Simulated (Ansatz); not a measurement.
**CH₂O₂S: how energies converge with the basis set**

How large a basis does CH₂O₂S need? Two functionals are run in growing sets.

Program: Ansatz 0.2.0, Gaussian basis. Level of theory: one geometry, several basis sets. These are calculated values, not measurements.

Levels to be run: PBE0-D4/def2-SVP; ωB97M-V/def2-SVP; PBE0-D4/def2-QZVPP; ωB97M-V/def2-QZVPP; the functionals' def2-TZVPP values are taken from earlier runs.

## Step 1: Structure used throughout

All runs share one geometry, relaxed beforehand with PBE0-D4 in a triple-zeta def2 set.

SMILES `OC(O)=S`, 6 atoms, charge 0, spin multiplicity 1.

Atoms are counted from 1 here; the program's logs count them from 0.

Bond lengths: O1–C2 1.336 Å, O1–H5 0.966 Å, C2–O3 1.320 Å, C2–S4 1.626 Å, O3–H6 0.968 Å. Angles: C2–O1–H5 106.9°, O1–C2–O3 110.7°, O1–C2–S4 124.8°, O3–C2–S4 124.4°, C2–O3–H6 109.2°.

Geometry (Å):

```
O     0.7816    0.4774   -0.5005
C    -0.3081   -0.1239   -0.0163
O    -0.0986   -0.5493    1.2154
S    -1.7046   -0.3104   -0.8279
H     0.5679    0.7650   -1.3981
H     0.8039   -0.3230    1.4813
```

## Step 2: PBE0-D4 in def2-SVP

Contents of in.yaml:

```yaml
crystal:
  periodic: [false, false, false]
  atoms:
    - {symbol: O, position_ang: [0.781640, 0.477432, -0.500515]}
    - {symbol: C, position_ang: [-0.308060, -0.123946, -0.016251]}
    - {symbol: O, position_ang: [-0.098578, -0.549265, 1.215352]}
    - {symbol: S, position_ang: [-1.704599, -0.310351, -0.827875]}
    - {symbol: H, position_ang: [0.567916, 0.764957, -1.398105]}
    - {symbol: H, position_ang: [0.803882, -0.323027, 1.481293]}
basis:
  gaussian: {orbitals: def2-SVP}
hamiltonian: {xc: pbe0, dispersion: d4}
output: {orbitals: {seedname: orbitals}}
```

Launch:

```console
> ansatz run in.yaml --threads 2 --pin off --events-out ev --progress --plain --max-ram 4352MiB
```

Further steps of the session: ωB97M-V in def2-SVP; PBE0-D4 in def2-QZVPP; ωB97M-V in def2-QZVPP.

Before running them: what should the planned runs give, taken together? Wanted: PBE0-D4: double and triple zeta above quadruple; ωB97M-V: double and triple zeta above quadruple.

**Answer**, as computed:

| quantity | value |
| --- | --- |
| PBE0-D4: double and triple zeta above quadruple | 10.54, 0.61 eV |
| ωB97M-V: double and triple zeta above quadruple | 10.63, 0.58 eV |

What this shows: For PBE0-D4 the step from double to triple zeta gains 9.93 eV and the next only 0.61 eV. Total energies overstate the basis error of differences, where much of it tends to cancel. The LUMO of ωB97M-V is positive and keeps falling with the basis (1.76 to 1.22 eV): an unbound level that the basis holds in place.
